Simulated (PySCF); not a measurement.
**HF: one state, many levels of theory**

State: ¹Σ⁺ (singlet), closed shell. Set-up: H cc-pVTZ, F cc-pVTZ; no relativity (PySCF 2.14). De refers to H + F in their high-spin ground configurations, without counterpoise correction. A positive dipole means H(−)F(+).

```csv
Level,Re (Å),ωe (cm⁻¹),De (eV),μ (D),"CPU s a point (SCF and correlation, without the integrals)"
RHF,0.898,4482,4.17,-1.90,0.051
RHF-MP2,0.918,4179,6.11,n/a,0.078
RHF-SCS-MP2,0.918,4171,6.01,n/a,n/a
RHF-CCSD,0.915,4212,5.86,n/a,n/a
RHF-CCSD(T),0.917,4177,5.94,n/a,0.7
PBE,0.930,3983,6.06,-1.79,0.45
revPBE,0.930,3981,5.90,-1.77,0.32
r²SCAN,0.921,4100,5.92,-1.82,0.7
TPSSh,0.924,4066,5.88,-1.81,0.8
r²SCANh,0.918,4152,5.86,-1.83,0.73
PBE0,0.918,4164,5.86,-1.83,0.83
CAM-B3LYP,0.921,4121,5.98,-1.85,0.69
```

The bond length runs from 0.898 Å (RHF) to 0.930 Å (PBE). De spans 4.17 eV (RHF, mean field) to 6.11 eV (RHF-MP2, perturbation theory). Correlation at CCSD(T) changes the Hartree–Fock bond energy by +1.77 eV; the triples alone change it by +0.08 eV.

Correlated steps freeze 1 core orbital. Where the molecule has an RHF reference, its open-shell atoms are computed with UHF.

The whole job (state search and all levels along the bond) took about 1.1 min on 1 thread of Arm Neoverse N1 (shared host), peak memory 0.49 GiB.
